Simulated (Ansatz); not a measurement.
## Several solutions for doublet C₂H

```xyz
3

H     0.0000    0.0000   -1.0500
C     0.0000    0.0000    0.0000
C     0.0000    0.0000    2.8060
```

Basis set: 6-31G (spherical functions). Charge 0, multiplicity 2.

PBE0 (unrestricted) was run from several starts with Ansatz (development build ahead of 0.2.0).

| run | program | start | converged | energy (hartree) | <S²> |
| --- | --- | --- | --- | --- | --- |
| A | Ansatz | atomic start, no search | yes | -76.19338 | 1.74 |
| B | Ansatz | stability test followed | yes | -76.19339 | 1.76 |
| C | Ansatz | search for the lowest state | yes | -76.21145 | 1.83 |

Question: Which runs reached the lowest solution of this kind, and what is wrong with the others?

Answer: C reached the lowest solution found. Converged but too high: A by 0.49 eV, B by 0.49 eV. Convergence only shows a stationary point, and even a stable one can lie too high; stability tests and further starts are what find lower ones. Caution: charge can spread falsely over distant fragments. Caution: the unrestricted determinant is a mixture of spin states.
